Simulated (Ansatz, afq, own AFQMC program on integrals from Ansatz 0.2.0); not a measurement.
Two steps: Ansatz 0.2.0 writes the Fock matrix and Cholesky factors of the valence space, and afq projects on them the lowest state that overlaps trial and start.

```yaml
crystal:
  periodic: [false, false, false]
  atoms:
    - {symbol: Ge, position_ang: [0.000000, 0.000000, -1.246362]}
    - {symbol: B, position_ang: [0.000000, 0.000000, 5.270638]}
    - {symbol: H, position_ang: [0.000000, 1.313392, -2.012138]}
    - {symbol: H, position_ang: [0.000000, -1.313392, -2.012138]}
basis:
  gaussian: {orbitals: cc-pVDZ}
magnetization: {spin_polarized: true, initial_magnetization: 1}
correlation: {method: ccsd_t, electrons: outside_noble_gas, hamiltonian_folder: ham}
```

```sh
$ ansatz run in.yaml --threads 1 --pin off --events-out ev --progress --plain --max-ram 1382MiB
```

Options of the walk:

```
--method phaseless --trial cisd --walkers 60 --populations 1 --least-time 40 --time-step 0.005 --steps-per-block 50 --equilibration-blocks 40 --max-blocks 300 --target-error 0.00072 --factor-cut 1e-05 --start spin_pure --seed 3241 --release-times 0.24,0.51,0.99,1.62,2.4 --release-step 0.03 --release-every 4 --taylor-order 6
```

Times are imaginary, in 1/Eh. The walk had a cap of 1011 s. Filled inner d shells are frozen with the cores.

```
orbitals 36  electrons 5 4  factors 243 of 546
reference energy -2100.95440569 Eh
CCSD correlation -0.16785224 Eh in 15 cycles, weight of the determinant in the CISD state 0.8584
energy of the start -2101.122156 Eh
 block  time / (1/Eh)  mean weight  energy / Eh
     1     0.250  0.9988  -2101.119843
     2     0.500  1.0000  -2101.119380
     3     0.750  0.9996  -2101.120278
     4     1.000  1.0005  -2101.121548
     5     1.250  1.0013  -2101.122706
     8     2.000  0.9983  -2101.122752
    11     2.750  0.9996  -2101.122609
    26     6.500  1.0017  -2101.129728
    41    10.250  0.9982  -2101.126282
    56    14.000  0.9995  -2101.123545
    71    17.750  0.9991  -2101.122983
    86    21.500  0.9987  -2101.124866
   101    25.250  0.9995  -2101.122235
   116    29.000  0.9992  -2101.122419
   131    32.750  0.9996  -2101.123873
   141    35.250  1.0019  -2101.115346
   146    36.500  0.9993  -2101.121744
   161    40.250  0.9985  -2101.126399
   166    41.500  0.9996  -2101.133969
   176    44.000  1.0013  -2101.124376
   191    47.750  1.0007  -2101.127789
   196    49.000  0.9997  -2101.122704
blocks merged  error / Eh  count
     1  0.000293  160
     2  0.000367  80
     4  0.000467  40
     8  0.000558  20
    16  0.000671  10
released: time / (1/Eh)  energy / Eh  error  mean overlap
  0.24  -2101.125271  0.000535  1.0010
  0.51  -2101.124909  0.000624  1.0094
  0.99  -2101.125446  0.000420  0.9951
  1.62  -2101.126187  0.000453  1.0090
  2.40  -2101.126151  0.000508  0.9973
energy -2101.125103 +/- 0.000558 Eh
(rows thinned)
```

**Question.** Estimate how long the walk took on 1 thread of Arm Neoverse V2, on a shared host.

**Answer.** 3.4 min of wall time.

The run passed its tests (sampling time, drift between the halves within three errors, error under three times the target), which doesn't prove that it has relaxed. The second half of the sampling lies below the first by 2.2 errors of their difference, so the energy may still be moving and its error bar be too small.

Against this walk (error 15.2 meV) on the same determinant: CCSD(T) 0.3 meV higher (within the noise), CCSDT(Q) 27.1 meV lower (within the noise). The error is statistical and leaves out the bias of the constraint. Released to 2.40 1/Eh the energy moves by -29 ± 21 meV (both errors), within twice the noise.

Cautions: constraint bias not in the error; no relativity below Rb; no spin-orbit coupling; inner d shell frozen; an unrestricted solution with more broken spin lies lower (242 meV, ⟨S²⟩ 1.37).

CCSDT and higher add their correlation energy to the determinant of the CCSD(T) run, since their own runs factorise the integrals more tightly (a shift of under 2 meV). A walk keeps the symmetry of its determinant, which the program's search chose and which needn't be the lowest solution, so a lower state of the same spin and another symmetry isn't excluded.
